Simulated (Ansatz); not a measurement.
The first iterations of a band of ClH3Si + H3N (9 atoms, charge 0, multiplicity 1).

Theory: RHF/def2-SVP (Ansatz).

```
movable images  : 7
climbing image  : yes
spring          : 5.0 eV/Å²
optimiser       : quadratic models (default)
start path      : through a guess of the saddle point
force threshold : 0.5 eV/Å
iteration limit : 60
end points      : relaxed
```

Initial state:

```xyz
9
Properties=species:S:1:pos:R:3
Si 0.509 0.035 -0.063
Cl 0.743 -0.026 2.008
H 1.877 0.052 -0.625
H -0.181 1.274 -0.451
H -0.181 -1.178 -0.524
N -2.587 -0.027 1.035
H -3.334 -0.577 0.646
H -2.961 0.886 1.232
H -2.335 -0.439 1.917
```

Final state:

```xyz
9
Properties=species:S:1:pos:R:3
Si -0.434 0.035 -0.527
Cl -0.516 0.326 3.742
H 0.614 -0.955 -0.202
H 0.074 1.414 -0.376
H -0.836 -0.161 -1.943
N -1.740 -0.179 0.616
H -2.127 -1.101 0.708
H -2.489 0.490 0.592
H -0.997 0.132 2.566
```

| iteration | highest image above the first end (eV) | largest band force component (eV/Å) |
| --- | --- | --- |
| 1 | 5.463 | 5.934 |
| 2 | 3.709 | 2.825 |
| 3 | 2.233 | 6.164 |

Problem. Does the band converge within its limit, and where does its top end?

Solution. The forces met the threshold. It ended after 10 iterations with the highest image 1.163 eV above the first end. The threshold of 0.5 eV/Å is loose, so the images may lie well off the minimum-energy path. The order of the point at the top wasn't checked. The orbitals stay closed-shell, which can raise the energy where a bond breaks towards radicals; this wasn't checked here.

Time of the run: 81 s on 1 thread of Arm Neoverse V1 (shared host), peak memory 0.14 GiB.
